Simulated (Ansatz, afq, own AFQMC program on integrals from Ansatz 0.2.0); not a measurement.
## SiH$_{5}$O, doublet: AFQMC among the cluster methods

```yaml
atoms:
  - { symbol: Si, position_ang: [-0.9824, 0.0193, 0.0000] }
  - { symbol: H, position_ang: [-1.4773, 1.4190, 0.0000] }
  - { symbol: H, position_ang: [-1.4773, -0.6806, 1.2122] }
  - { symbol: H, position_ang: [-1.4773, -0.6806, -1.2122] }
  - { symbol: H, position_ang: [0.5996, 0.0193, 0.0000] }
  - { symbol: O, position_ang: [1.8346, 0.0193, 0.0000] }
  - { symbol: H, position_ang: [2.0864, -0.9207, 0.0000] }
```

Basis cc-pVDZ. Noble-gas cores (and the filled d shells of Ga–Kr and In–Xe) are frozen. AFQMC by an in-house program on the Cholesky factors that Ansatz 0.2.0 writes for its CCSD(T) run. The CISD trial takes its coefficients from CCSD amplitudes. Released means that phaseless walkers are propagated on without the constraint, phases kept. Uncertainties: one standard error, sampling alone.

Determinant: UHF, the one that the program's search chose, which needn't be the lowest solution. The geometry is a point of a scan.

No full CI on the walks' own integrals is used here; CCSDT(Q) serves as the reference and is uncertain by about the last step of the cluster series.

- T1 diagnostic: 0.0210
- weight of the determinant in the CISD state: 0.865
- ⟨S²⟩ of the determinant: 0.783
- size of the correlated space: 15 electrons in 51 orbitals

Reference: CCSDT(Q), correlation energy -9.521 eV. The released energy is read at 1.50 1/Eh (meV from the phaseless value at times in 1/Eh: -6 ± 4 at 0.24, -16 ± 4 at 0.51, -13 ± 4 at 0.99, -9 ± 7 at 1.50).

```
         level  E − E(reference) (kJ/mol)  share of correlation (%)
            HF                      918.6                      0.00
           MP2                      133.4                     85.48
          CCSD                       22.8                     97.52
       CCSD(T)                        4.5                     99.51
         CCSDT                        1.8                     99.80
   ph-AFQMC/HF                  4.6 ± 2.5                     99.50
 ph-AFQMC/CISD                  1.5 ± 0.4                     99.84
released AFQMC                  0.6 ± 0.7                     99.93
```

A walk keeps the symmetry of its determinant, which the program's search chose and which needn't be the lowest solution, so a lower state of the same spin and another symmetry isn't excluded. Released energies are given only where the last usable release times agree within the noise; a slower fall can still hide under it.
